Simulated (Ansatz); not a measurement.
We consider pyrite RuS₂, described by r²SCAN (Ansatz, an electronic-structure program, PAW).

Settings: plane-wave cutoff 500 eV, 6×6×6 k mesh, gaussian smearing 0.02 eV, no spin polarisation, scalar-relativistic PAW data made under PBE.

Cell (relaxed at this level):

```xyz
12
Lattice="5.6319 0.0000 0.0000 0.0000 5.6319 0.0000 0.0000 0.0000 5.6319" Properties=species:S:1:pos:R:3 pbc="T T T"
Ru     0.0000     2.8159     2.8159
Ru     2.8159     0.0000     2.8159
Ru     0.0000     0.0000     0.0000
Ru     2.8159     2.8159     0.0000
S      3.4472     5.0006     0.6313
S      0.6313     3.4472     5.0006
S      3.4472     3.4472     3.4472
S      2.1847     2.1847     2.1847
S      5.0006     0.6313     3.4472
S      5.0006     2.1847     0.6313
S      0.6313     5.0006     2.1847
S      2.1847     0.6313     5.0006
```

### Question
Predict the band gap.

### Answer

band gap: 0.90 eV (on the SCF k mesh)

Spin–orbit coupling is not included.

The computed numbers hold no vibrational or temperature effects.

Computing time: roughly 2.3 core-minutes.
